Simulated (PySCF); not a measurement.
Working out the ionisation energy of Si

Si [Ne] 3s2 3p2 (3P) → Si⁺ [Ne] 3s2 3p1 (2P). Calculation: PySCF 2.14, in cc-pV(D+d)Z (4s3p2d, 23 functions); no relativity, point nucleus. Frozen: [Ne]. Energies in hartree (1 hartree = 27.21139 eV):

| part | Si (lower) | Si⁺ (upper) |
| --- | --- | --- |
| UHF | -288.850226 | -288.569424 |
| CCSD correlation | -0.065128 | -0.054060 |
| (T) | -0.001074 | -0.000677 |

Problem. What does Hartree-Fock give?

Solution. (-288.569424) − (-288.850226) = 0.280802 hartree = 7.641 eV.

Problem. What do CCSD and CCSD(T) give?

Solution. The CCSD correlation energies differ by 0.011068 hartree = 0.301 eV and the triples by 0.000397 hartree = 0.011 eV, so CCSD gives 7.942 eV and CCSD(T) 7.953 eV.

Measured between the centres of the two terms (NIST): 8.157 eV, so CCSD(T) (valence) is off by -0.204 eV.

What remains against the reference includes basis incompleteness, the frozen core and higher excitations.
